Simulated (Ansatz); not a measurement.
Molecule: C3H5O, net charge 0, doublet state. It need not be the lowest isomer of its formula. SMILES: [CH2]C(C)=O
Coordinates optimised at B3LYP-D3(BJ)/def2-TZVP (Ansatz, a quantum-chemistry and plane-wave program):
```xyz
9

O     -0.3046     0.1976     1.3189
C     -0.0324     0.0695     0.1240
C      0.0638     1.2218    -0.7254
C      0.2080    -1.2952    -0.4880
H      0.1077    -2.0611     0.2771
H     -0.1067     2.1992    -0.2960
H      0.3011     1.1392    -1.7780
H      1.2069    -1.3481    -0.9274
H     -0.5087    -1.4869    -1.2902
```
Charge 0, spin multiplicity 2.

Computed values are from Ansatz. Valence correlation only, unless marked. Open shells are spin-unrestricted. Spin-orbit coupling is left out. No relativistic terms. CBS(X,Y): correlation extrapolated as X^-3; Hartree-Fock from the larger set. [CCSD(T)-MP2]/basis is that difference in the basis named.

The UHF reference is spin-contaminated (<S^2> 0.15 over the pure value in the largest basis). 

Q: What is the dipole moment at wB97M-V/def2-TZVPD?

A: 3.18 D.

Q: What is the T1 diagnostic at CCSD/cc-pVTZ?

A: 0.026.

Q: What is the total energy at RI-MP2/CBS(cc-pVTZ,cc-pVQZ)+[CCSD(T)-MP2]/cc-pVTZ?

A: -192.2701 Eh.

Q: What is the atomisation energy De at RI-MP2/CBS(cc-pVTZ,cc-pVQZ)+[CCSD(T)-MP2]/cc-pVTZ?

A: 3654.3 kJ/mol.
